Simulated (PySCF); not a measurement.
Molecule: SMILES CSCC(C)=S, C4H8S2.

Bonds (- single, = double, # triple, : aromatic): C1-S2, S2-C3, C3-C4, C4-C5, C4=S6. C1 carries H7, H8, H9; C3 carries H10, H11; C5 carries H12, H13, H14.

Frames of a GFN2-xTB Langevin trajectory at 600 K; GIAO PBE0/pcSseg-1 shieldings in PySCF 2.14.0 with density-fitted response routines, gas phase, non-relativistic; equivalent atoms averaged within each frame.

δ = σ(ref) − σ, references computed at the same level: TMS for 13C (186.93 ppm), 1H (31.72 ppm); 33S (503.73 ppm) against CS2. The references are static minima.

How do the shifts (ppm) fluctuate along the trajectory?

## Answers


| time (fs) | C4 | C3 | C5 | C1 | S6 | S2 | H10/H11 | H12/H13/H14 | H7/H8/H9 |
| --- | --- | --- | --- | --- | --- | --- | --- | --- | --- |
| 250 | 275.7 | 59.9 | 46.2 | 19.8 | 1172 | 68 | 3.70 | 3.50 | 3.09 |
| 425 | 257.1 | 49.5 | 38.4 | 31.6 | 990 | -9 | 4.72 | 3.46 | 2.95 |
| 625 | 283.5 | 70.8 | 35.6 | 17.1 | 1308 | 161 | 4.46 | 2.45 | 2.65 |
| 800 | 239.6 | 56.1 | 55.3 | 16.7 | 759 | 86 | 3.06 | 4.32 | 2.24 |
| 1000 | 285.7 | 58.7 | 52.6 | 23.3 | 1079 | -33 | 3.22 | 4.75 | 2.09 |
| mean of frames | 268.3 | 59.0 | 45.6 | 21.7 | 1062 | 55 | 3.83 | 3.70 | 2.60 |
| standard deviation | 19.6 | 7.7 | 8.6 | 6.1 | 206 | 78 | 0.74 | 0.88 | 0.43 |

5 frames give an uncertainty of the mean of about the standard deviation over 2.2 at best, since frames this close in time may not be independent; classical motion lacks zero-point vibration, and the reference would need the same averaging.
